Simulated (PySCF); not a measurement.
Coordinates in bohr (charge 0 multiplicity 1):
```
S    -0.6639   -0.1127   -0.8853
H     1.2363    0.2099   -2.5473
F     1.0514    0.1785    1.6245
```

Level of theory: PySCF, PBE0, basis S def2-TZVP, H def2-TZVP, F def2-TZVP (no relativity, density fitting).

This geometry of SHF is a stationary point at this level.

(1) What is the point group?

(2) Is it a minimum?

(3) Give the atomic charges and bond orders.

(4) What is the atomisation energy, with and without zero-point energy?

## Answers

(1) Cs.

(2) Yes: all harmonic wavenumbers are real.

(3) 
```csv
atom,Mulliken,Löwdin,polar tensor,Mayer order to S1
S1,0.06,0.16,0.40,–
H2,0.17,0.02,0.04,0.95
F3,-0.23,-0.18,-0.45,0.97
```

(4) 704 kJ/mol without, 677 kJ/mol with.

Other isomers or separated fragments may lie lower.
